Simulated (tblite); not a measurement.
Species: PF3.
SMILES: `FP(F)F`

Calculated harmonic vibrations of the isolated species, GFN2-xTB (tblite), most abundant isotopes, no scaling. Against measured fundamentals such values can be off by several per cent, at times by over 20.

Harmonic wavenumbers (cm⁻¹): 309.8, 309.9, 429.9, 724.8, 725.3, 818.5.

A = 7591, B = 7590, C = 4873 MHz; mass 87.969 u (most abundant isotopes); point group C3v, symmetry number 3.

What is the zero-point energy?

½Σν̃ = 1659 cm⁻¹ = 4.74 kcal/mol.

What is S at 298.15 K and 1 bar for an ideal gas of classical rigid rotors and harmonic oscillators?

Translation 39.36, rotation 22.37, vibration 4.33: S = 66.1 cal/(mol K).

And Cp and H(298.15 K) − H(0)?

Cp = 14.85 cal/(mol K), of which vibrations give 6.90 (their classical limit is 6 R = 11.9); H(298.15 K) − H(0) = 3.23 kcal/mol without the zero-point energy, 0.86 from vibrations.

What must be added to the electronic energy to get the Gibbs energy at 298.15 K and 1 bar?

ZPE + [H(298.15 K) − H(0)] − T·S = 4.74 + 3.23 − 19.70 = -11.73 kcal/mol.

Which modes carry the vibrational entropy at 298.15 K?

309.8 cm⁻¹: 1.36; 309.9 cm⁻¹: 1.36; 429.9 cm⁻¹: 0.86; 724.8 cm⁻¹: 0.28; 725.3 cm⁻¹: 0.28; 818.5 cm⁻¹: 0.19 cal/(mol K).

How do the functions run with temperature in this model?

```csv
T (K),S (cal/(mol K)),Cp (cal/(mol K)),H − H(0) (kcal/mol),G − H(0) (kcal/mol),ln q(vib)
100,53.3,9.1,0.82,-4.51,0.03
200,60.6,12.3,1.89,-10.24,0.29
300,66.2,14.9,3.26,-16.59,0.73
500,74.5,17.5,6.54,-30.70,1.76
800,83.1,18.8,12.03,-54.41,3.21
1000,87.3,19.2,15.84,-71.46,4.06
```

q(vib) and H(0) count from the zero-point level.
